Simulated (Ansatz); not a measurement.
Relaxation of C$_{2}$H$_{6}$Si (9 atoms, charge 0, multiplicity 1), to a largest force component of 0.02 eV/Å in at most 50 steps.

These are results of RKS B3LYP/STO-3G (Ansatz), not measurements.

```xyz
9
Properties=species:S:1:pos:R:3
C -0.566 0.455 -0.597
C 0.348 -0.586 -0.146
Si 1.397 -0.133 1.294
H -1.125 0.153 -1.466
H -0.079 1.397 -0.939
H -1.315 0.793 0.185
H 1.024 -0.856 -0.984
H -0.186 -1.463 0.103
H 0.591 0.193 2.533
```

**Question.** Where does it end, and by what steps?

**Answer.** The forces met the threshold. Limits of this set-up: minimal basis. After 8 steps the energy has fallen by 0.870 eV; H9 moved furthest, 0.44 Å.

```
step  energy less start (eV)  largest force component (eV/Å)  accepted
   0                  0.0000                           3.999       yes
   1                 -0.7257                           1.347       yes
   2                 -0.8309                           0.551       yes
   3                 -0.8667                           0.156       yes
   4                 -0.8506                           0.362        no
   5                 -0.8698                           0.028       yes
   6                 -0.8699                           0.022       yes
   7                 -0.8701                           0.031       yes
   8                 -0.8702                           0.018       yes
```

```xyz
9
Properties=species:S:1:pos:R:3
C -0.582 0.502 -0.559
C 0.426 -0.610 -0.131
Si 1.537 -0.168 1.374
H -1.207 0.172 -1.405
H -0.057 1.418 -0.876
H -1.252 0.772 0.272
H 1.026 -0.894 -1.010
H -0.157 -1.508 0.144
H 0.354 0.270 2.175
```

Whether the end is a true minimum wasn't checked by a vibrational analysis.

Run time: 11 s on 1 thread of Arm Neoverse V2, with other jobs on the host, peak memory 0.11 GiB.
